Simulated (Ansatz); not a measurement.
Basis-set extrapolation for C4H5N, SMILES `CC=C=C=N` (PBE0-D4/def2-TZVP geometry, frozen core, the Gaussian-basis code of Ansatz). Multiplicity 1, RHF reference.

```json
{"": "HF", "def2-TZVPP": "-208.815071", "def2-QZVPP": "-208.824057"}
{"": "MP2 correlation", "def2-TZVPP": "-0.831812", "def2-QZVPP": "-0.885803"}
{"": "CCSD(T) correlation", "def2-TZVPP": "-0.902906", "def2-QZVPP": "not run"}
```

Energies in hartree. Use E(X) = E(∞) + A·exp(−7.88·√X) for Hartree–Fock and E(X) = E(∞) + B·X^(−2.97) for correlation, with X = 3 and 4, and add CCSD(T) minus MP2 of the smaller set to the MP2 limit.

Task: What is the CCSD(T) energy at the basis-set limit?

Result: HF limit: -208.824057 + (-0.008986) × 0.13774 = -208.82529. MP2 limit: -0.885803 + (-0.053991) × 0.74074 = -0.92580. Higher-order term: -0.902906 − (-0.831812) = -0.07109. Total: -209.82218 hartree, 273.6 kJ/mol below CCSD(T)/def2-TZVPP.
